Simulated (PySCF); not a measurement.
Level of theory: PySCF 2.14.0 with PBE-D3(BJ)/def2-TZVP // PBE0-D3(BJ)/def2-TZVP. Isolated molecules, 0 K electronic values unless said otherwise. 

Reference species (SMILES): `[SiH2]` (lower singlet) (neutral, multiplicity 1).

```yaml
dipole_moment: 0.15 D
```

Changed species: `[C-]#[N+][SiH]` (lower singlet) (X = isocyano, multiplicity 1; the reference has X = H, multiplicity 1).

Question: Give the shifts of the dipole moment.

Answer: the dipole moment goes up by 2.59 D, to 2.74 D.
